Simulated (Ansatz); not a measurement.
B$_{2}$H, quartet along the angle B2-B1-H3

Starting geometry (PBE0/def2-TZVP stationary point for this spin, not checked as a minimum):

```csv
atom,x (Å),y (Å),z (Å)
B,0.0000,0.0000,0.1141
B,0.0000,0.0000,-1.4064
H,0.0000,0.0000,1.2923
```

From there the angle named below is changed in its plane at fixed bond lengths, both arms turning rigidly about the middle atom; atoms are numbered as listed. Energies are in eV, counted from the starting geometry at the same level. Kohn–Sham curves are unrestricted where that lies lower.

Basis 6-31G; Ansatz 0.2.0. Only valence electrons are correlated (noble-gas cores frozen).

In so small a basis the reference is far from its limit while semilocal and hybrid functionals are nearer theirs (RPA and double hybrids share much of the reference's basis error), so the functionals' errors here hold much of the reference's basis and frozen-core error, which can add to them or hide them.

Full CI is exact within this basis and frozen core; it isn't the basis-set limit.

```csv
angle B2-B1-H3 (°),full CI,PBE,r2SCAN,PBE0,B3LYP,r2SCANh,BHLYP,wB97M-V,B2PLYP,RPA-PBE
69.0,1.889,1.866,1.818,1.917,1.949,1.835,2.000,2.102,1.948,1.983
89.2,1.468,1.429,1.402,1.475,1.479,1.416,1.511,1.607,1.499,1.529
108.1,1.006,0.977,0.964,1.016,1.011,0.976,1.039,1.103,1.033,1.020
122.9,0.656,0.642,0.637,0.672,0.668,0.646,0.694,0.728,0.683,0.642
143.7,0.261,0.270,0.268,0.283,0.282,0.273,0.297,0.306,0.284,0.241
161.6,0.061,0.071,0.070,0.074,0.074,0.072,0.078,0.080,0.073,0.052
180.0,0.000,0.000,0.000,0.000,0.000,0.000,0.000,0.000,0.000,0.000
```

(1) Judged by the spread of the error over the points with a reference (largest less smallest), which of these follows full CI best and which worst?

## Answers

(1) Subtracting the full CI column from each: best PBE0 (errors from 0.000 to 0.028, spread 0.028 eV), worst wB97M-V (from 0.000 to 0.213, spread 0.213 eV). Functionals and wave-function methods converge differently with the basis, so part of this is basis effect.
